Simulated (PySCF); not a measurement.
PySCF input (M06-2X/6-31G* (5d)):

```python
from pyscf import gto, dft

mol = gto.M(
    atom='''
    C     1.32056975    0.24404560    0.00357452
    C     0.02503662    0.39748417   -0.00625528
    H     1.77580417   -0.75008802    0.02216143
    H     2.00843188    1.08316633   -0.00602326
    C    -1.20712725   -0.39301893   -0.00053230
    H    -0.98200093   -1.46922903    0.01806834
    H    -1.82155905   -0.16328037    0.87335447
    H    -1.81155081   -0.19163398   -0.88828261
    ''',
    basis='6-31g*',
    charge=0,
    spin=1,
    verbose=4,
)

mf = dft.UKS(mol, xc='m062x')
mf.grids.level = 4
mf.conv_tol = 1e-9
mf.max_cycle = 100
mf.max_memory = 1500
mf.kernel()
if not mf.converged:
    mf = mf.newton()
    mf.kernel(mf.make_rdm1())
mo, _, stable, _ = mf.stability(return_status=True)
if not stable:
    mf.kernel(mf.make_rdm1(mo, mf.mo_occ))
    stable = mf.stability(return_status=True)[2]
mf.dip_moment()
```

From the last part of the output:

```
radial grids:
    Treutler-Ahlrichs [JCP 102, 346 (1995); DOI:10.1063/1.469408] (M4) radial grids

becke partition: Becke, JCP 88, 2547 (1988); DOI:10.1063/1.454033
pruning grids: <function nwchem_prune>
grids dens level: 4
symmetrized grids: False
atomic radii adjust function: <function treutler_atomic_radii_adjust>
small_rho_cutoff = 0
Set gradient conv threshold to 3.16228e-05
tot grids = 164368
init E= -117.42126021832
  alpha nocc = 12  HOMO = -0.165064662154214  LUMO = -0.0104742922957861
  beta  nocc = 11  HOMO = -0.295933301972794  LUMO = -0.165064662154214

WARN: HOMO -0.165064662154214 >= LUMO -0.165064662154214

cycle= 1 E= -117.131800743994  delta_E= 0.289  |g|= 0.167  |ddm|= 1.75
  alpha nocc = 12  HOMO = -0.228208440260958  LUMO = 0.113433715973613
  beta  nocc = 11  HOMO = -0.269406493497471  LUMO = 0.00141031684044268
  HOMO = -0.228208440261  LUMO = 0.00141031684044  gap/eV = 6.24824
cycle= 2 E= -117.147133117552  delta_E= -0.0153  |g|= 0.107  |ddm|= 0.272
  alpha nocc = 12  HOMO = -0.252334587968864  LUMO = 0.0861146967579867
  beta  nocc = 11  HOMO = -0.308382864287165  LUMO = -0.00879163748396383
  HOMO = -0.252334587969  LUMO = -0.00879163748396  gap/eV = 6.62714
cycle= 3 E= -117.153434843679  delta_E= -0.0063  |g|= 0.0326  |ddm|= 0.123
  alpha nocc = 12  HOMO = -0.261045696006703  LUMO = 0.0875320412975742
  beta  nocc = 11  HOMO = -0.306447628626021  LUMO = -0.0049021705540917
  HOMO = -0.261045696007  LUMO = -0.00490217055409  gap/eV = 6.97002
cycle= 4 E= -117.15425460125  delta_E= -0.00082  |g|= 0.0198  |ddm|= 0.0556
  alpha nocc = 12  HOMO = -0.258012582375741  LUMO = 0.0911885142659536
  beta  nocc = 11  HOMO = -0.304007008718863  LUMO = 0.00393982372591051
  HOMO = -0.258012582376  LUMO = 0.00393982372591  gap/eV = 7.12809
cycle= 5 E= -117.15459582482  delta_E= -0.000341  |g|= 0.00567  |ddm|= 0.0224
  alpha nocc = 12  HOMO = -0.260537893121969  LUMO = 0.0907094793350423
  beta  nocc = 11  HOMO = -0.304828181159758  LUMO = 0.00544703957408732
  HOMO = -0.260537893122  LUMO = 0.00544703957409  gap/eV = 7.23782
cycle= 6 E= -117.154681294028  delta_E= -8.55e-05  |g|= 0.00186  |ddm|= 0.0164
  alpha nocc = 12  HOMO = -0.26078132513552  LUMO = 0.090997108837036
  beta  nocc = 11  HOMO = -0.304813116278801  LUMO = 0.00599294530353855
  HOMO = -0.260781325136  LUMO = 0.00599294530354  gap/eV = 7.25930
cycle= 7 E= -117.154694797478  delta_E= -1.35e-05  |g|= 0.000804  |ddm|= 0.00681
  alpha nocc = 12  HOMO = -0.260845075044299  LUMO = 0.0910463992257533
  beta  nocc = 11  HOMO = -0.304911051914654  LUMO = 0.00603041393996095
  HOMO = -0.260845075044  LUMO = 0.00603041393996  gap/eV = 7.26205
cycle= 8 E= -117.15469770396  delta_E= -2.91e-06  |g|= 0.000296  |ddm|= 0.00346
  alpha nocc = 12  HOMO = -0.260853800918957  LUMO = 0.0910829747767674
  beta  nocc = 11  HOMO = -0.304918204827016  LUMO = 0.0060219345307333
  HOMO = -0.260853800919  LUMO = 0.00602193453073  gap/eV = 7.26206
cycle= 9 E= -117.154698037901  delta_E= -3.34e-07  |g|= 0.000108  |ddm|= 0.00135
  alpha nocc = 12  HOMO = -0.260866014966798  LUMO = 0.0910833823980708
  beta  nocc = 11  HOMO = -0.304929953714263  LUMO = 0.00601043330550199
  HOMO = -0.260866014967  LUMO = 0.0060104333055  gap/eV = 7.26208
cycle= 10 E= -117.154698051498  delta_E= -1.36e-08  |g|= 3.93e-05  |ddm|= 0.000261
  alpha nocc = 12  HOMO = -0.260861160130992  LUMO = 0.0910879562855689
  beta  nocc = 11  HOMO = -0.304926156792703  LUMO = 0.00601371936331585
  HOMO = -0.260861160131  LUMO = 0.00601371936332  gap/eV = 7.26204
cycle= 11 E= -117.154698052789  delta_E= -1.29e-09  |g|= 8.97e-06  |ddm|= 7.89e-05
  alpha nocc = 12  HOMO = -0.260862418293689  LUMO = 0.0910865856711407
  beta  nocc = 11  HOMO = -0.304927018466458  LUMO = 0.00601336240268191
  HOMO = -0.260862418294  LUMO = 0.00601336240268  gap/eV = 7.26206
cycle= 12 E= -117.15469805289  delta_E= -1.01e-10  |g|= 1.92e-06  |ddm|= 2.39e-05
  alpha nocc = 12  HOMO = -0.260862059268471  LUMO = 0.0910867412655221
  beta  nocc = 11  HOMO = -0.304926746659581  LUMO = 0.00601338242348781
  HOMO = -0.260862059268  LUMO = 0.00601338242349  gap/eV = 7.26205
Extra cycle  E= -117.154698052895  delta_E= -4.89e-12  |g|= 1.01e-06  |ddm|= 4.86e-06
converged SCF energy = -117.154698052895  <S^2> = 0.7643889  2S+1 = 2.0143375
uhf_internal: lowest eigs of H = [0.23906921 0.29874559 0.34980525]
<class 'pyscf.dft.uks.UKS'> wavefunction is stable in the internal stability analysis
Dipole moment(X, Y, Z, Debye): -0.49012, -0.63977,  0.00751
```
